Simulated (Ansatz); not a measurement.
System: 1T (CdI2-type) SnSe2. Method: r²SCAN-D4 (PAW; Ansatz, a quantum-chemistry and plane-wave program).

Rigid layers of the crystal as relaxed at this level are moved apart or together:

```json
[
 {"run": "1", "k mesh": "12×12×6", "layer repeat (Å)": "5.84", "energy against free layers (meV/Å²)": "-11.02", "gap on the mesh (eV)": "0.503"},
 {"run": "2", "k mesh": "12×12×6", "layer repeat (Å)": "5.99", "energy against free layers (meV/Å²)": "-13.29", "gap on the mesh (eV)": "0.686"},
 {"run": "3", "k mesh": "12×12×6", "layer repeat (Å)": "6.14", "energy against free layers (meV/Å²)": "-14.42", "gap on the mesh (eV)": "0.859"},
 {"run": "4", "k mesh": "12×12×6", "layer repeat (Å)": "6.34", "energy against free layers (meV/Å²)": "-14.69", "gap on the mesh (eV)": "1.001"},
 {"run": "5", "k mesh": "12×12×6", "layer repeat (Å)": "6.64", "energy against free layers (meV/Å²)": "-13.56", "gap on the mesh (eV)": "1.021"},
 {"run": "6", "k mesh": "12×12×6", "layer repeat (Å)": "7.14", "energy against free layers (meV/Å²)": "-10.28", "gap on the mesh (eV)": "1.052"},
 {"run": "7", "k mesh": "12×12×4", "layer repeat (Å)": "8.14", "energy against free layers (meV/Å²)": "-5.03", "gap on the mesh (eV)": "1.112"},
 {"run": "8", "k mesh": "12×12×4", "layer repeat (Å)": "10.14", "energy against free layers (meV/Å²)": "-1.36", "gap on the mesh (eV)": "1.136"}
]
```

The lowest energy of these points lies at a layer repeat of 6.34 Å.

Spin–orbit coupling is not included.
